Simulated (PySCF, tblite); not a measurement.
A complex of borane and dimethyl ether

A gas-phase complex of borane and dimethyl ether; neutral, singlet. The structure comes from a short search (6 tight-binding starts) and was relaxed by PBE0-D3(BJ)/def2-SVPD; another way of binding may lie lower. No frequency run checks that it is a minimum.

| part | name | SMILES | atoms | charge | multiplicity |
| --- | --- | --- | --- | --- | --- |
| 1 | borane | B | 1–4 | 0 | 1 |
| 2 | dimethyl ether | COC | 5–13 | 0 | 1 |

```xyz
13

B     0.493    0.304    0.353
H    -0.395    1.100    0.597
H     0.918    0.340   -0.786
H     0.288   -0.826    0.780
C     2.956    0.125    1.021
O     1.749    0.845    1.249
C     1.438    0.998    2.630
H     3.139    0.146   -0.057
H     2.839   -0.915    1.361
H     3.772    0.621    1.562
H     0.531    1.605    2.683
H     1.256    0.013    3.083
H     2.275    1.506    3.126
```
Atom numbers follow the order of the file, from 1.

| contact | kind (by geometry) | distance (Å) | angle (°) |
| --- | --- | --- | --- |
| B1···O6 | bond | 1.634 | - |

The parts are joined by the bond B1–O6, so these are energies of forming such bonds; deforming the relaxed parts to their shape in the adduct costs 11.7 kcal/mol, which the interaction energies leave out.

Interaction energies are complex less parts, with the parts frozen as they stand in it; counterpoise-corrected, in kcal/mol (PySCF).

(1) Give the interaction energy at each level run.

(2) What holds them together? Decompose the wB97M-D3(BJ)/def2-TZVPD energy: frozen parts, their antisymmetrised product, then relaxation.

The parts were also relaxed and run alone, at the levels used for the complex: shieldings by PBE0/pcSseg-2; core levels by delta-SCF with SCAN, pcX-2 on the ionised atom and pcseg-1 elsewhere, spin-free X2C.

Values alone: shielding of B1 (ppm): 2.4; shielding of O6 (ppm): 331.6; B1 1s core level (eV): 197.53; C5 1s core level (eV): 292.25; O6 1s core level (eV): 538.54.

(3) What does binding change?

Results:

(1) 
| level | interaction | superposition error removed |
| --- | --- | --- |
| wB97M-D3(BJ)/def2-TZVPD | -33.93 | -0.19 |
| PBE0-D3(BJ)/def2-TZVPD | -35.27 | -0.16 |
| RI-MP2/def2-TZVPD | -33.40 | -2.11 |

(2) electrostatic -65.1, Pauli repulsion +93.0, orbital relaxation -59.1, dispersion correction -2.9 kcal/mol, which sum to the value before the counterpoise correction; the Pauli term holds the exchange-correlation of the frozen density too. Of the attraction, 51 % is electrostatic, 47 % is orbital relaxation, 2 % is dispersion correction.

(3) 
```
             property   alone  in the complex  change
shielding of B1 (ppm)     2.4            97.2   +94.8
shielding of O6 (ppm)   331.6           319.5   -12.0
B1 1s core level (eV)  197.53          194.37   -3.16
C5 1s core level (eV)  292.25          293.18   +0.94
O6 1s core level (eV)  538.54          540.64   +2.09
```
